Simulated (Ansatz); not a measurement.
Geometry optimisation, RKS B3LYP/def2-SVP in Ansatz.

Input file:

```yaml
crystal:
  periodic: [false, false, false]
  atoms:
    - { symbol: B, position_ang: [0.189221, -0.298293, 0.103445] }
    - { symbol: H, position_ang: [0.10408, -0.314283, 1.296918] }
    - { symbol: O, position_ang: [1.436473, -0.3232, -0.479495] }
    - { symbol: H, position_ang: [2.142565, -0.357834, 0.174014] }
    - { symbol: O, position_ang: [-0.883274, -0.258236, -0.722395] }
    - { symbol: H, position_ang: [-1.723565, -0.246754, -0.252187] }
basis:
  gaussian: { orbitals: def2-SVP }
hamiltonian:
  xc: b3lyp
relax:
  f_tol: 0.03
  max_steps: 50
```

Launched with:

```bash
$ ansatz run input.yaml --threads 1 --pin off --max-ram 2048MiB --backend cpu --events-out ev --progress --plain --runs-dir out
```

Question: Where does it end, and by what steps?

Answer: The run converged. After 3 steps the energy has fallen by 0.016 eV; H2 moved furthest, 0.03 Å.

| step | energy less start (eV) | largest force component (eV/Å) | accepted |
| --- | --- | --- | --- |
| 0 | 0.0000 | 0.925 | yes |
| 1 | -0.0127 | 0.461 | yes |
| 2 | -0.0152 | 0.151 | yes |
| 3 | -0.0157 | 0.004 | yes |

```xyz
6
Properties=species:S:1:pos:R:3
B 0.202 -0.301 0.103
H 0.075 -0.315 1.312
O 1.427 -0.325 -0.481
H 2.147 -0.354 0.158
O -0.874 -0.260 -0.723
H -1.712 -0.244 -0.248
```

Whether the end is a true minimum wasn't checked by a vibrational analysis.

Time of the run: 11 s on 1 thread of Arm Neoverse N1, on a shared host, peak memory 0.11 GiB.
